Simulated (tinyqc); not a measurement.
Worked calculation: CCSD on RHF in the sto-6g basis, frozen core, for BH3, spin multiplicity 1. One step of it, computed by the program tinyqc.

Question. Orthogonalisation. S = U s U^T; symmetric (Loewdin) form X = U s^(-1/2) U^T, so that X^T S X = 1.

overlap S, lower triangle:
```
           1B 1s     1B 2s     1B 2px     1B 2py     1B 2pz     2H 1s     3H 1s     4H 1s
1B 1s   1.000000
1B 2s   0.264891  1.000000
1B 2px  0.000000  0.000000   1.000000
1B 2py  0.000000  0.000000   0.000000   1.000000
1B 2pz  0.000000  0.000000   0.000000   0.000000   1.000000
2H 1s   0.071742  0.484871   0.493711   0.000000  -0.010102  1.000000
3H 1s   0.071680  0.484673  -0.246923   0.427383  -0.010096  0.113863  1.000000
4H 1s   0.071680  0.484673  -0.246923  -0.427383  -0.010096  0.113863  0.113900  1.000000
```

Give: eigenvalues of S; X.

Answer.

eigenvalues of S: 0.2469  0.3357  0.3360  0.9489  1.0005  1.5501  1.5505  2.0314

X, lower triangle:
```
          1B 1s    1B 2s   1B 2px   1B 2py  1B 2pz    2H 1s    3H 1s   4H 1s
1B 1s    1.0318
1B 2s   -0.1756   1.4582
1B 2px   0.0000   0.0001   1.2213
1B 2py   0.0000   0.0000   0.0000   1.2210
1B 2pz   0.0008  -0.0088   0.0000   0.0000  1.0002
2H 1s    0.0245  -0.3597  -0.3751   0.0000  0.0074   1.2887
3H 1s    0.0245  -0.3594   0.1876  -0.3246  0.0073  -0.0192   1.2884
4H 1s    0.0245  -0.3594   0.1876   0.3246  0.0073  -0.0192  -0.0191  1.2884
```
